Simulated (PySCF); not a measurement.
tetrafluoromethane (CF₄), SMILES FC(F)(F)F.

The structure is a stationary point at B3LYP-D3(BJ)/def2-SVP.

Method: r2SCAN/def2-TZVPD (PySCF).

Isolated molecule, no solvent.

Computed frontier levels, gap, dipole moment and polarisability:
```yaml
highest_occupied_level: -10.96 eV
lowest_empty_level: 0.57 eV
orbital_gap: 11.54 eV
dipole_moment: 0.00 D
quadrupole, principal values (traceless, Buckingham form, about the centre of nuclear charge): 0.00, 0.00, 0.00 D·Å
mean_static_polarisability: 19.6 bohr³ (2.90 Å³)
polarisability_principal_values: 19.6, 19.6, 19.6 bohr³
```
